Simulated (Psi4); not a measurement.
Reaction (SMILES): [SiH4] (SiH4) → [SiH3-] + H+
B3LYP-D3(BJ)/def2-TZVP geometries, fixed; electronic energies without zero-point terms.

Basis-set convergence of the deprotonation energy at PBE with Psi4. Cartesian d functions, on some or all atoms, in 6-31G*, 6-31+G*; all else is spherical. Density fitting with the program's default auxiliary sets. Psi4's default fitting sets serve the pcseg sets less well. No added dispersion term, no relativity. Functions are those of the species that has most. Reference: the value in aug-cc-pV(Q+d)Z, 373.66 kcal/mol, itself unsure by roughly 0.40 kcal/mol (its distance from def2-QZVPPD). Deviations are taken from unrounded values.

| basis | functions | deprotonation energy (kcal/mol) |
|---|---|---|
| 6-31G* | 27 | 379.08 |
| 6-31+G* | 31 | 372.53 |
| def2-SVP | 38 | 380.10 |
| def2-SVPD | 56 | 376.58 |
| pcseg-1 | 38 | 375.27 |
| aug-pcseg-1 | 63 | 371.71 |
| cc-pV(D+d)Z | 43 | 379.38 |
| aug-cc-pV(D+d)Z | 68 | 371.58 |
| 6-311G** | 50 | 375.48 |
| 6-311+G** | 54 | 372.83 |
| def2-TZVP | 61 | 376.55 |
| def2-TZVPD | 79 | 374.90 |
| pcseg-2 | 90 | 375.03 |
| aug-pcseg-2 | 142 | 373.20 |
| cc-pV(T+d)Z | 95 | 377.51 |
| aug-cc-pV(T+d)Z | 147 | 373.15 |
| def2-TZVPP | 98 | 376.61 |
| def2-TZVPPD | 116 | 374.86 |
| cc-pV(Q+d)Z | 184 | 375.33 |
| aug-cc-pV(Q+d)Z | 273 | 373.66 |
| def2-QZVPP | 190 | 374.70 |
| def2-QZVPPD | 208 | 374.06 |
| pcseg-3 | 196 | 373.95 |
| aug-pcseg-3 | 285 | 373.46 |

What the diffuse functions change, pair by pair:
- 6-31G* to 6-31+G*: 4 more functions, deviation 5.43 to -1.13 kcal/mol
- def2-SVP to def2-SVPD: 18 more functions, deviation 6.44 to 2.93 kcal/mol
- pcseg-1 to aug-pcseg-1: 25 more functions, deviation 1.61 to -1.95 kcal/mol
- cc-pV(D+d)Z to aug-cc-pV(D+d)Z: 25 more functions, deviation 5.72 to -2.08 kcal/mol
- 6-311G** to 6-311+G**: 4 more functions, deviation 1.83 to -0.83 kcal/mol
- def2-TZVP to def2-TZVPD: 18 more functions, deviation 2.89 to 1.24 kcal/mol
- pcseg-2 to aug-pcseg-2: 52 more functions, deviation 1.37 to -0.46 kcal/mol
- cc-pV(T+d)Z to aug-cc-pV(T+d)Z: 52 more functions, deviation 3.85 to -0.51 kcal/mol
- def2-TZVPP to def2-TZVPPD: 18 more functions, deviation 2.95 to 1.21 kcal/mol
- cc-pV(Q+d)Z to aug-cc-pV(Q+d)Z: 89 more functions, deviation 1.68 to 0.00 kcal/mol
- def2-QZVPP to def2-QZVPPD: 18 more functions, deviation 1.04 to 0.40 kcal/mol
- pcseg-3 to aug-pcseg-3: 89 more functions, deviation 0.29 to -0.20 kcal/mol

Leaving out the reference's own pair, they bring the value nearer the reference by more than 0.40 kcal/mol in 9 of 11 pairs.
